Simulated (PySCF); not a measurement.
Level sweep

Compound: nitrous acid, HNO₂.
Bonds: O1–N2 (double), N2–O3. Hydrogens: H4 on O3.

PySCF, dipoles from the SCF density, polarisabilities from static response with core orbitals frozen. Isolated species at its PBE0-D3(BJ)/def2-SVP geometry, gas phase.

The anisotropy is √(½[(α1 − α2)² + (α2 − α3)² + (α3 − α1)²]).

```
              level  μ (D)  α (Å³)  anisotropy (Å³)
      LDA/def2-SVPD  1.743    3.10             1.68
      PBE/def2-SVPD  1.665    3.10             1.71
    B3LYP/def2-SVPD  1.665    2.96             1.62
     PBE0/def2-SVPD  1.682    2.91             1.58
BHandHLYP/def2-SVPD  1.657    2.79             1.51
CAM-B3LYP/def2-SVPD  1.686    2.91             1.58
  wB97X-D/def2-SVPD  1.697    2.91             1.55
  LC-wPBE/def2-SVPD  1.721    2.86             1.54
       HF/def2-SVPD  1.618    2.62             1.39
        PBE0/6-31G*  1.667    2.09             1.73
      PBE0/def2-SVP  1.696    2.08             1.70
       PBE0/6-31+G*  1.746    2.66             1.75
   PBE0/aug-cc-pVDZ  1.643    2.94             1.64
     PBE0/def2-TZVP  1.678    2.56             1.74
    PBE0/def2-TZVPD  1.638    2.99             1.63
   PBE0/aug-cc-pVTZ  1.637    2.99             1.63
```

The dipole runs from 1.62 D (HF/def2-SVPD) to 1.75 D (PBE0/6-31+G*). No reference polarisability is at hand; against PBE0 in the largest diffuse basis at hand (aug-cc-pVTZ) the other PBE0 rows deviate by 6-31G* -30%, def2-SVP -30%, 6-31+G* -11%, def2-SVPD -3%, aug-cc-pVDZ -2%, def2-TZVP -14%, def2-TZVPD 0%. In one basis (def2-SVPD) the functionals order the polarisability from HF (lowest) to LDA (highest), a spread of 18%. With PBE0 the polarisability is 2.25 Å³ without diffuse functions (mean of 6-31G*, def2-SVP and def2-TZVP) and 2.90 Å³ with them (mean of 6-31+G*, def2-SVPD, aug-cc-pVDZ, def2-TZVPD and aug-cc-pVTZ).
